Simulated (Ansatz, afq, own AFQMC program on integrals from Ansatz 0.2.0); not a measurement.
C$_{2}$H$_{7}$, doublet in cc-pVDZ, levels against CCSDT(Q)

| atom | x (Å) | y (Å) | z (Å) |
| --- | --- | --- | --- |
| C | -1.2184 | 0.0000 | 0.0000 |
| H | -1.5816 | 1.0273 | 0.0000 |
| H | -1.5816 | -0.5137 | 0.8897 |
| H | -1.5816 | -0.5137 | -0.8897 |
| H | 0.1026 | 0.0000 | 0.0000 |
| C | 1.2846 | 0.0000 | 0.0000 |
| H | 1.2846 | -1.0800 | 0.0000 |
| H | 1.2846 | 0.5400 | 0.9353 |
| H | 1.2846 | 0.5400 | -0.9353 |

Basis cc-pVDZ. Noble-gas cores (and the filled d shells of Ga–Kr and In–Xe) are frozen. Ansatz 0.2.0 and our own AFQMC program on the same integrals; the CISD trial comes from CCSD amplitudes, and released means the phaseless constraint is let go. Error bars are statistical, one sigma.

Determinant: UHF, the one that the program's search chose, which needn't be the lowest solution. The geometry is a point of a scan.

No full CI on the walks' own integrals is used here; CCSDT(Q) serves as the reference and is uncertain by about the last step of the cluster series.

Cautions: the released energies move by 1.5 errors or more from one time to the next, so no released level is given (meV from the phaseless value at times in 1/Eh: -8 ± 4 at 0.24, -2 ± 3 at 0.51, -7 ± 3 at 0.99, 6 ± 4 at 1.50).

```
T1 diagnostic                               : 0.0109
weight of the determinant in the CISD state : 0.870
⟨S²⟩ of the determinant                     : 0.785
size of the correlated space                : 15 electrons in 61 orbitals
```

Reference: CCSDT(Q), correlation energy -9.924 eV.

| level | E − E(reference) (kcal/mol) | share of correlation (%) |
| --- | --- | --- |
| HF | 228.85 | 0.00 |
| MP2 | 33.89 | 85.19 |
| CCSD | 6.42 | 97.20 |
| CCSD(T) | 0.85 | 99.63 |
| CCSDT | 0.27 | 99.88 |
| ph-AFQMC/CISD | 0.14 ± 0.10 | 99.94 |

A walk keeps the symmetry of its determinant, which the program's search chose and which needn't be the lowest solution, so a lower state of the same spin and another symmetry isn't excluded.
